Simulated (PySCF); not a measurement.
Checking a proposed structure

A compound C4H5N gives the data below (simulated from a calculation) and was assigned the structure `C=CCC#N`.

¹³C{¹H} NMR (computed): δ 121.0 (CH, 2C), 114.9 (CH, 2C).

¹H NMR (400 MHz, computed): δ 7.90 (br s, 1H), 6.86 (m, 2H), 6.54 (m, 2H).

- geometry from PBE0-D3(BJ)/def2-TZVP
- couplings computed with B3LYP/pcJ-2
- σ from GIAO-B97-2/pcSseg-2
- run in PySCF 2.14
- one conformer, no relativistic terms, gas phase, fast rotation and ring inversion assumed for equivalent nuclei

δ = σ(ref) − σ, references computed at the same level: ¹H, ¹³C vs TMS.

(1) Compare with the shifts computed for the proposed structure, pairing carbons in order of shift.

(2) Which isomer fits?

Results:

(1) Structure with atom numbers: `[CH2:1]=[CH:2][CH2:3][C:4]#[N:5]`; H(Xn) means a hydrogen on atom n.

```tsv
atom	computed for proposal	given list	difference
C2	139.1	121.0	+18.1
C1	127.5	121.0	+6.5
C4	122.4	114.9	+7.5
C3	25.8	114.9	-89.1
```

The rms difference is 45.7 ppm and the largest -89.1 ppm at C3 (allylic sp3 CH2). The proposal also would give 4 carbon signals, not 2. The carbon types in order of shift don't match either: CH, CH2, C, CH2 for the proposal against CH, CH, CH, CH in the data. The proposal doesn't fit.

(2) SMILES c1cc[nH]c1.

- Carbon types of the structure: 4 × CH, leaving 1 H on heteroatoms.
- δC 121.0: aromatic CH next to a ring nitrogen.
- δC 114.9: aromatic CH.
- δH 7.90: hydrogen on a pyrrole-type ring nitrogen; exchangeable; this is the value without hydrogen bonding to other molecules.
- δH 6.86: hydrogen on an aromatic CH next to a ring nitrogen; it sits in the deshielding region of the aromatic ring current.

Other isomers checked: C/C=C/C#N (rms 50.3 ppm).

This is the structure that produced the data.

OH and NH positions are those of a molecule without intermolecular hydrogen bonds; in solution they move with solvent, concentration and temperature, and exchange usually removes their couplings. Multiplet labels drop couplings under 1 Hz and merge nearly equal ones. Couplings among chemically equivalent protons are left out too, so labels in AA′BB′ or AA′XX′ sets are apparent multiplicities. Shifts are as computed. Against solution values, carbons near 30 ppm lie about +3 ppm off and those near 130 ppm about +7 ppm. Of 1211 compounds with measured shifts, 218 miss one by over three times the rms of a fit or turn the order of signals round; such compounds aren't used in these exercises. Couplings to exchangeable protons are dropped.
